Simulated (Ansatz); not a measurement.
**AlN2 (quartet): the correlation ladder, cc-pVTZ**

One table from this session's results is given with a row withheld; the runs are named, their logs left out.

Program: Ansatz 0.2.0, Gaussian basis. Level of theory: cc-pVTZ, core rule «outside noble gas», up to 7 orbitals frozen. These are calculated values, not measurements.

To be run: UHF; CCSD(T) on ROHF; CCSD(T) on UHF; BCCD(T) on ROHF; CCSDT(Q) on ROHF; CCSDT(Q) on UHF; CASSCF and NEVPT2, 13 electrons in 12 orbitals.

5 further runs of the same task are left out: 1 for a known fault of the program, 4 set aside as unsound or not needed.

## The geometry

The geometry is a PBE0/def2-TZVP stationary point (not a proven minimum) of the parent state, kept for this charge and spin.

3 atoms, charge 0, spin multiplicity 4.

Atoms are counted from 1 here; the program's logs count them from 0.

Bond lengths: Al1–N2 1.982 Å, N2–N3 1.127 Å. Angles: Al1–N2–N3 180.0°.

The first run:

The input, in.yaml:

```yaml
crystal:
  periodic: [false, false, false]
  atoms:
    - {symbol: Al, position_ang: [0.000000, 0.000000, 1.697108]}
    - {symbol: N, position_ang: [0.000000, 0.000000, -0.285214]}
    - {symbol: N, position_ang: [0.000000, 0.000000, -1.411894]}
basis:
  gaussian: {orbitals: cc-pVTZ}
magnetization: {spin_polarized: true, initial_magnetization: 3}
hamiltonian: {xc: hf}
output: {orbitals: {seedname: orbitals}}
```

Launch:

```console
> ansatz run in.yaml --threads 1 --pin off --events-out ev --progress --plain --max-ram 4096MiB --backend cpu
```

Steps of the session up to this table: UHF; CCSD(T) on ROHF; CCSD(T) on UHF; BCCD(T) on ROHF; CCSDT(Q) on ROHF; CCSDT(Q) on UHF; CASSCF and NEVPT2, 13 electrons in 12 orbitals.

One table of the session follows, with a row left open; its other results are not shown here.

It belongs to the step «Misses and costs». 

| method | from RCCSDT(Q) (kcal/mol) |
| --- | --- |
| ROHF | +276.84 |
| UHF | +272.40 |
| RMP2 | +17.09 |
| UMP2 | +29.34 |
| RCCSD | +16.40 |
| UCCSD | ? |
| RCCSD(T) | +1.84 |
| UCCSD(T) | +2.04 |
| BCCD(T) | +1.73 |
| RCCSDT | +1.64 |
| UCCSDT | +1.49 |
| RCCSDT(Q) | 0 |
| UCCSDT(Q) | -0.05 |
| CASSCF valence | +166.02 |
| NEVPT2 valence | +33.55 |

Q: Estimate the row for UCCSD from the others.

As computed: from RCCSDT(Q) (kcal/mol): +16.04. In the column «from RCCSDT(Q) (kcal/mol)» it lies between UCCSD(T) (+2.04) and RCCSD (+16.40).

To keep in mind: Restricted and unrestricted rows rest on different reference determinants; where their highest levels disagree by more than a few hundredths of an eV, they describe different states and don't form one ladder.
